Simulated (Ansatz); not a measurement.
# Scan of SiH$_{4}$, triplet

All five atoms lie in one plane.

Starting geometry (PBE0/def2-TZVP stationary point for this spin, not checked as a minimum):

```xyz
5

Si    0.0000    0.0000    0.0000
H    -0.0115    1.0851    1.0776
H    -0.0165   -1.0776    1.0850
H     0.0165    1.0776   -1.0850
H     0.0115   -1.0851   -1.0776
```

From there H2 moves along the line of the two atoms named below, all else staying in place; atoms are numbered as listed. Energies are in kJ/mol, counted from the starting geometry at the same level. Kohn–Sham curves are unrestricted where that lies lower.

Basis cc-pVTZ; Ansatz 0.2.0. Correlated methods freeze the noble-gas cores. Prefix R: restricted or restricted open-shell reference; prefix U: unrestricted.

Full CI isn't at hand for all of this; UCCSDT(Q) serves as the reference, and is uncertain by the last step of the cluster series or more.

```
distance Si1-H2 (Å)  UCCSDT(Q)    PBE  r2SCAN   PBE0  B3LYP  wB97X-V  wB97M-V  B2PLYP  RPA-PBE
              1.350       28.3   30.9    28.3   28.6   27.0     27.8     25.7    26.3     28.9
              1.529        0.0    0.0     0.0    0.0    0.0      0.0      0.0     0.0      0.0
              1.660        7.6    6.3     7.9    8.0    8.3      8.9      9.4     9.0      7.3
              2.136       65.7   72.8    74.0   74.0   74.4     73.8     74.8    73.3     72.8
              2.840       84.5  110.4   115.1  102.3  107.1     94.0     98.1    96.2     95.4
              4.124       85.5  114.9   123.5  105.1  110.8     94.3     97.7    98.1     93.3
```

Judged by the spread of the error over the points with a reference (largest less smallest), which of these follows UCCSDT(Q) best and which worst?

Subtracting the UCCSDT(Q) column from each: best wB97X-V (errors from -0.5 to 9.5, spread 10.0 kJ/mol), worst r2SCAN (from 0.0 to 38.0, spread 38.0 kJ/mol). Functionals and wave-function methods converge differently with the basis, so part of this is basis effect.

PBE0 at 4.124 Å lies 19.6 kJ/mol (23 %) above the reference in this basis. PBE at 4.124 Å lies 29.4 kJ/mol (34 %) above the reference in this basis. B3LYP at 4.124 Å lies 25.3 kJ/mol (30 %) above the reference in this basis. r2SCAN at 4.124 Å lies 38.0 kJ/mol (44 %) above the reference in this basis.
